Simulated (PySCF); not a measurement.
Two structures of BH2SF, singlet, reached by relaxing down either side of one saddle point (PBE0-D4/def2-TZVP). Energies are electronic, without zero-point energy. Program: PySCF 2.14 with density fitting (its default auxiliary sets; JK sets also for MP2 and CCSD(T)). Basis: def2-TZVPP and def2-QZVPP. Cores are frozen in the correlated methods. Extrapolation: Hartree–Fock as exp(−7.88 √X), correlation as X^−2.97. First:

```
5
angstrom
B -0.3555 0.4163 -0.0729
H -0.1997 0.9342 0.9913
S 0.5504 -1.0492 -0.5748
H 1.2471 -1.1493 0.5674
F -1.2255 0.9292 -0.9259
```

Second:

```json
{"atom": "B1", "x (Å)": "-0.4351", "y (Å)": "-0.3289", "z (Å)": "-1.1129"}
{"atom": "H2", "x (Å)": "0.4184", "y (Å)": "0.9091", "z (Å)": "1.7774"}
{"atom": "S3", "x (Å)": "0.2927", "y (Å)": "-1.7583", "z (Å)": "-1.2484"}
{"atom": "H4", "x (Å)": "0.7209", "y (Å)": "0.2401", "z (Å)": "1.6399"}
{"atom": "F5", "x (Å)": "-1.0162", "y (Å)": "0.8043", "z (Å)": "-1.0113"}
```

Which bonds change from the first to the second?

BH₂SF ([F][BH][SH]) → BSF + H₂; bonds formed: H2–H4; bonds broken: B1–H2, S3–H4.

Give the saddle point's structure and its height above each. (To be estimated.)

The calculation gives: 2.366 eV above the first and 1.423 eV above the second (CCSD(T) at an estimated basis limit (MP2 extrapolated from triple and quadruple zeta, plus CCSD(T) − MP2 in triple zeta)).
```
5
angstrom
B -0.2374 0.0902 -0.2724
H 0.1671 0.5316 0.9927
S 0.5893 -1.2986 -0.7793
H 0.6399 -0.2760 0.6928
F -1.1587 0.9528 -0.6340
```

No T1 diagnostic of these runs exceeds 0.018.

Labels in which every atom is bracketed show which atoms are joined, not bond orders.

For scale, one of the runs: CCSD(T)/def2-TZVPP, 132 basis functions, launched by `OMP_NUM_THREADS=4 python run.py`. Hardware: 4 CPU threads of an Arm Neoverse N1, shared host. Wall time 76 s; peak host memory 0.72 GiB.
